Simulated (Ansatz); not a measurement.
A made-up structure of CHB$_{2}$ (charge -1), singlet:

B1  (-0.417, -0.593, 1.037)
B2  (0.071, 0.223, -0.400)
C3  (1.046, -0.179, 0.444)
H4  (-0.750, 0.570, -1.126)
(Å)

It is relaxed with PBE-D4/def2-SVPD and then PBE0-D4/def2-TZVPD (Ansatz 0.2.0). Atoms count as bonded within 1.22 times the sum of their covalent radii (H–H: 0.88 Å). The end point is not checked to be a true minimum.

(1) Does its bonding change? (Judge from chemistry; the calculation decides.)

Answers

(1) By the calculation: Yes. Formed: none; broken: B1–B2.

Where it ends: The first stage lowers the energy by 0.85 eV in 13 steps. It ends as CHB₂ ([B][C][BH]), total charge -1:
```
4
angstrom
B -0.1508 -0.7715 1.3932
B -0.0098 0.2813 -0.5153
C 0.7839 -0.2087 0.4692
H -0.6749 0.7207 -1.3928
```

Labels in which every atom is bracketed show which atoms are joined, not bond orders.

For scale, one of the runs: PBE0-D4/def2-TZVPD relaxation, 120 basis functions, launched by `ansatz run in.yaml --threads 2 --pin off --events-out ev --progress --plain --max-ram 4352MiB`. Hardware: 2 CPU threads of an Arm Neoverse V1, shared host. Wall time about 13 s.
